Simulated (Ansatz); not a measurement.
C3H5N can be A, `C=CC=N`, or B, `C=C=CN`.

Gas-phase electronic energies from Ansatz, PBE0-D4/def2-TZVP geometries. CBS: MP2 limit from def2 TZ/QZ plus the TZ coupled-cluster correction, frozen cores. DFT in def2-TZVPP. B3LYP here is the variant with VWN-RPA as its local correlation; programs differ in this. Each species was taken in one conformer, which may not be the lowest.

A:

```xyz
9

C     0.017    1.316    0.095
C    -0.627    0.209   -0.257
C    -0.015   -1.129   -0.283
N     0.918   -1.569    0.453
H    -0.474    2.282    0.097
H     1.066    1.298    0.375
H    -1.661    0.270   -0.587
H    -0.425   -1.819   -1.026
H     1.200   -0.859    1.134
```

B:

```xyz
9

C    -1.244    1.389    0.236
C    -0.460    0.350    0.284
C     0.288   -0.720    0.328
N     1.102   -1.211   -0.698
H    -0.929    2.361    0.608
H    -2.248    1.329   -0.177
H     0.247   -1.350    1.212
H     1.966   -1.611   -0.365
H     1.277   -0.537   -1.429
```

Problem. Which isomer does CCSD(T)/CBS put lower? Give the gap. (Estimate.)

Solution. Ansatz gave: A, by 14.9 kcal/mol.

Problem. Give E(B) − E(A) in kcal/mol with r2SCAN-D4, MP2/def2-TZVPP, B3LYP, LDA (SPW92), B2PLYP, B3LYP-D4, PBE0-D4. (Best estimate.)

Solution. Ansatz gave: r2SCAN-D4 11.6, MP2/def2-TZVPP 15.1, B3LYP 11.8, LDA (SPW92) 7.8, B2PLYP 13.5, B3LYP-D4 12.3, PBE0-D4 11.5. None reverses the order clearly.

Problem. Does the order hold for the free energy at 298.15 K (harmonic terms from PBE0-D4)? (Estimate.)

Solution. Ansatz gave: Yes: G(B) − G(A) = +14.5 kcal/mol, for one conformer each.

Largest T1 diagnostic: 0.012.

From BLYP to BHLYP (50 % exact exchange), in def2-TZVPP and without D4, E(B) − E(A) moves by +1.8 kcal/mol. At CCSD(T), def2-SVP lies +2.4 kcal/mol from the extrapolated value and def2-TZVPP +0.8 kcal/mol.
